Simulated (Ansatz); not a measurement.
Elements on the sites of an ideal fcc lattice, at a guessed lattice constant:

```xyz
12
Lattice="-4.2605 -4.2605 0.0000 0.0000 4.2605 4.2605 -4.2605 4.2605 -4.2605" Properties=species:S:1:pos:R:3 pbc="T T T"
Cu   -2.1302   -2.1302    0.0000
Ga   -6.3907    0.0000   -2.1302
Ga   -4.2605    0.0000    0.0000
Ga   -4.2605    2.1302    2.1302
Ag   -4.2605    2.1303   -2.1302
Ag   -2.1302    2.1302    0.0000
Ag   -6.3907    2.1303    0.0000
Ag   -4.2605    4.2605    0.0000
Ag   -2.1302    4.2604    2.1302
Sn    0.0000    0.0000    0.0000
Sn    0.0000    2.1302    2.1302
Au   -2.1302    0.0000    2.1302
```

Cell and atoms were relaxed without symmetry on coarser meshes and computed once more. Theory: Ansatz 0.2.0, DFT PBE, scalar-relativistic, plane waves, PAW.

Plane waves to 420 eV, a k mesh through Γ of 6×7×5 on the computed 12-atom cell and Gaussian smearing (0.10 eV); no spin polarisation.

The relaxation ran on 3×3×2 (shifted) k points with a smearing of 0.1 eV, from sites shaken by 0.02 Å.

Question: What does the relaxation give?

Answer: A volume of 19.09 Å³/atom and no gap on the mesh. It lies 0.03 eV/atom above the elements' standard states (static lattices, no corrections for gases). The atoms leave their sites by 0.42 Å (root mean square) and 0.88 Å at most, and the cell stretches by up to 13.1 % at fixed volume, so the lattice hasn't survived.

```yaml
crystal:
  lattice:
    - [-3.79863, -4.49382, -0.44305]
    - [0.04305, 4.89382, 4.65629]
    - [-4.07838, 4.33053, -4.13604]
  atoms:
    - { symbol: Cu, position: [0.61698, 0.10891, 0.08475] }
    - { symbol: Ga, position: [0.75786, 0.12679, 0.63850] }
    - { symbol: Ga, position: [0.66870, 0.37078, 0.35297] }
    - { symbol: Ga, position: [0.62230, 0.77109, 0.33353] }
    - { symbol: Ag, position: [0.32582, 0.17542, 0.65713] }
    - { symbol: Ag, position: [0.09636, 0.27272, 0.32153] }
    - { symbol: Ag, position: [0.84224, 0.66341, 0.65671] }
    - { symbol: Ag, position: [0.30006, 0.60502, 0.63709] }
    - { symbol: Ag, position: [0.19622, 0.86457, 0.33869] }
    - { symbol: Sn, position: [0.95417, 0.99161, 0.96544] }
    - { symbol: Sn, position: [0.11717, 0.60100, 0.99447] }
    - { symbol: Au, position: [0.51036, 0.45308, 0.00804] }
```

The final mesh leaves forces up to 0.26 eV/Å and stresses up to 0.4 GPa: the relaxation ran on a coarser mesh, so the cell's shape, its bonds and its energy belong partly to that mesh.

Spin-orbit coupling is left out, which matters for the bands of heavy elements.

Cost: 2 runs of about 37 core-minutes in all (earlier runs that led there not counted), on Arm Neoverse V1 (shared hosts).